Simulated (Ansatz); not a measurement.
Saddle point of BNH5F, singlet (BH₂F ([BH2][F]) + NH₃ → BNH₄ ([BH2][NH2]) + HF; bonds formed: F2–H5; dative contacts that become bonds: B1–N6; bonds broken: B1–F2, H5–N6), PBE0-D4/def2-TZVP structure:

```
8
angstrom
B -0.2301 -0.7074 0.0455
F 0.7526 -0.3702 -1.4149
H -1.2942 -1.0038 -0.4062
H 0.4344 -1.4986 0.6427
H 0.6346 0.5093 -0.8056
N -0.0295 0.7430 0.3990
H -0.8248 1.3616 0.3505
H 0.5569 0.9661 1.1889
```

Energies are electronic, without zero-point energy. Barriers and step energies count from the start structure reached by relaxing down the imaginary mode; all methods use the PBE0-D4 structures, on which another method's saddle can fall below an end. Program: Ansatz 0.2.0. Basis: def2-TZVPP, with def2-QZVPP for the basis limit. Cores are frozen in the correlated methods. B3LYP uses VWN-RPA correlation. Extrapolation: Hartree–Fock as exp(−7.88 √X), correlation as X^−2.97.

```csv
method,barrier (kJ/mol),step energy (kJ/mol)
SPW92,108.9,89.5
PBE-D4,?,71.0
BLYP-D4,124.0,60.9
r2SCAN-D4,130.2,78.5
B97M-V,146.6,80.4
PBE0-D4,132.7,75.6
B3LYP-D4,134.3,66.3
r2SCAN0-D4,138.9,80.1
BHLYP-D4,149.5,72.3
CAM-B3LYP-D4,?,72.5
wB97X-V,136.1,75.7
wB97M-V,133.6,73.2
B2PLYP,136.3,68.6
PBE-QIDH,140.0,78.4
RPA on PBE,137.0,72.3
HF,174.0,65.2
MP2,?,72.3
CCSD,146.4,72.9
CCSD(T),139.8,73.1
```

(1) Fill in the withheld barriers. (To be estimated.)

T1 diagnostic: at most 0.012.

Answers

(1) The calculation gives: PBE-D4 119.1; CAM-B3LYP-D4 135.4; MP2 135.5 kJ/mol. Each is the energy of the saddle less that of the start structure, by the same method.

For comparison, the barrier by CCSD(T) at an estimated basis limit (MP2 extrapolated from triple and quadruple zeta, plus CCSD(T) − MP2 in triple zeta) is 139.2 kJ/mol.

The step is the kind of exchange with an N–H group that builds nitride films in atomic layer and chemical vapour deposition.

Labels in which every atom is bracketed show which atoms are joined, not bond orders.

For scale, one of the runs: CCSD(T)/def2-TZVPP, 163 basis functions (an equivalent command: `ansatz run in.yaml --threads 2`). Hardware: 2 CPU threads, shared host. Wall time 15 s; peak host memory 1.5 GiB.
